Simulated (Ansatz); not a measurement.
Relaxation of AlH$_{5}$OSi (8 atoms, charge 0, multiplicity 1), to a largest force component of 0.03 eV/Å in at most 50 steps.

These are results of Ansatz, RKS PBE-D4/def2-SVP, not measurements.

```xyz
8
Properties=species:S:1:pos:R:3
Al -0.627 0.295 -0.571
O 1.442 -0.451 1.431
Si 0.104 -0.267 2.456
H -1.169 -0.143 1.615
H 0.029 -1.526 3.260
H 0.179 0.962 3.319
H 1.671 0.394 0.961
H -1.286 -1.243 -0.740
```

**Question.** Where does it end, and by what steps?

**Answer.** It converged. After 15 steps the energy has fallen by 0.589 eV; H8 moved furthest, 1.36 Å. Joined: Al1–O2 (2.97 → 1.97 Å).

```
step  energy less start (eV)  largest force component (eV/Å)  accepted
   0                  0.0000                           0.568       yes
   1                 -0.0308                           0.270       yes
   2                 -0.0595                           0.476       yes
   3                 -0.0705                           1.803       yes
   4                 -0.1346                           0.872       yes
   5                 -0.1862                           0.245       yes
   6                 -0.2619                           0.358       yes
   7                 -0.3291                           0.338       yes
   8                 -0.4188                           0.287       yes
   9                 -0.4966                           0.333       yes
  10                 -0.5593                           0.419       yes
  11                 -0.5478                           0.543        no
  12                 -0.5691                           0.449       yes
  13                 -0.5841                           0.107       yes
  14                 -0.5889                           0.082       yes
  15                 -0.5895                           0.018       yes
```

```xyz
8
Properties=species:S:1:pos:R:3
Al 0.179 -0.537 -0.843
O 0.902 0.199 0.839
Si -0.261 -0.338 2.109
H -1.593 0.358 2.207
H -0.222 -1.773 2.564
H 0.555 0.371 3.205
H 1.669 0.741 1.111
H -0.886 -1.003 0.538
```

The run took 9.7 s on 2 threads of Intel(R) Xeon(R) 6975P-C (Granite Rapids), on a shared host, peak memory 0.15 GiB.
